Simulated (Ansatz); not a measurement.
SnSe (Pnma, No. 62) was calculated with HSE06 (plane waves, PAW; Ansatz, a first-principles code).

Settings: plane-wave cutoff 460 eV, 2×6×6 k mesh (along the axes of the cell as run), Fermi–Dirac smearing 0.01 eV, scalar-relativistic PAW data made under PBE.

Cell (measured lattice):

```yaml
crystal:
  lattice:
    - [11.37000, 0.00000, 0.00000]
    - [0.00000, 4.18600, 0.00000]
    - [0.00000, 0.00000, 4.43900]
  atoms:
    - { symbol: Se, position: [0.85550, 0.25000, 0.48280] }
    - { symbol: Se, position: [0.64450, 0.75000, 0.98280] }
    - { symbol: Se, position: [0.35550, 0.25000, 0.01720] }
    - { symbol: Se, position: [0.14450, 0.75000, 0.51720] }
    - { symbol: Sn, position: [0.11870, 0.25000, 0.09880] }
    - { symbol: Sn, position: [0.38130, 0.75000, 0.59880] }
    - { symbol: Sn, position: [0.61870, 0.25000, 0.40120] }
    - { symbol: Sn, position: [0.88130, 0.75000, 0.90120] }
```

Task: Estimate the band gap, smallest direct gap on the k points sampled and direct gap at Γ that the calculation returns.

Result: 
- band gap: 0.99 eV
- smallest direct gap on the k points sampled: 1.10 eV
- direct gap at Γ: 1.82 eV

Measured, for comparison: band gap 0.91 eV (temperature not stated, no zero-point or thermal correction, compiled measured gap; kind and temperature not stated; as tabulated in Kothakonda et al. (2022), arXiv:2208.02841).

Note: cell and atoms aren't relaxed at this level (largest force component 0.13 eV/Å, pressure 1.0 GPa).

Spin–orbit coupling is not included.

Static lattice: no zero-point or thermal effects.

Computing time: very roughly 25 core-minutes.
